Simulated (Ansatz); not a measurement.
A nudged elastic band was laid between two geometries of AlBH5Si (8 atoms, charge -1, multiplicity 1).

Method: Ansatz 0.2.0, RKS PBE-D4/6-31G*.

| Property | Result |
| --- | --- |
| movable images | 5 |
| climbing image | yes |
| spring | 5.0 eV/Å² |
| optimiser | quadratic models (default) |
| start path | through a guess of the saddle point |
| force threshold | 0.03 eV/Å |
| iteration limit | 60 |
| end points | relaxed |

Image 0:

```xyz
8
Properties=species:S:1:pos:R:3
B -1.044 1.173 -1.115
Si 0.225 0.680 0.240
Al 0.792 -1.516 0.852
H -1.634 0.310 -1.734
H -1.301 2.330 -1.397
H 0.952 1.785 0.999
H 0.126 -2.833 0.153
H 1.883 -1.928 2.002
```

Image 6:

```xyz
8
Properties=species:S:1:pos:R:3
B -0.764 1.379 -0.946
Si -0.828 0.169 0.610
Al 0.665 -1.710 0.781
H -0.330 1.088 -2.042
H -1.342 2.446 -0.835
H 0.260 1.377 -0.060
H 0.078 -3.148 1.328
H 2.262 -1.600 1.164
```

(1) Which bonds break or form, and what moves?

(2) What energy profile does the band end with?

(3) What is the geometry of the highest image?

(4) What are the harmonic wavenumbers there?

Results:

(1) No bond is made or broken.

(2) It converged. The highest image is number 4 of 0 to 6, 85.7 kJ/mol above the first end and 33.5 kJ/mol above the last; the last end lies 52.2 kJ/mol above the first. A vibrational analysis at the climbing image gives one clearly imaginary mode, 703i cm⁻¹: a first-order saddle point. Limits of this set-up: an anion without diffuse functions, the dipole of an ion depends on the origin.

| image | path coordinate (Å) | energy (kJ/mol) |
| --- | --- | --- |
| 0 | 0.00 | 0.0 |
| 1 | 0.65 | 3.7 |
| 2 | 1.30 | 17.6 |
| 3 | 1.95 | 53.6 |
| 4 | 2.61 | 85.7 |
| 5 | 3.13 | 58.9 |
| 6 | 3.66 | 52.2 |

(3) 
```xyz
8
Properties=species:S:1:pos:R:3:forces:R:3
B -0.916 1.256 -1.001 0.00 0.00 0.01
Si -0.546 0.463 0.768 0.00 -0.01 -0.01
Al 0.676 -1.610 0.793 0.01 0.01 0.00
H -0.811 0.740 -2.099 0.00 0.00 0.00
H -1.196 2.444 -1.011 -0.01 0.00 0.00
H 0.539 1.512 0.268 0.00 0.00 0.00
H -0.020 -3.075 1.097 0.00 0.00 0.00
H 2.273 -1.730 1.186 0.00 -0.01 0.00
```

(4) 703i, 71, 161, 314, 368, 459, 486, 632, 658, 718, 774, 877, 1148, 1677, 1686, 1783, 2444, 2509 cm⁻¹.

Run time: 92 s on 1 thread of Intel(R) Xeon(R) Platinum 8488C (Sapphire Rapids), with other jobs on the host, peak memory 0.13 GiB.
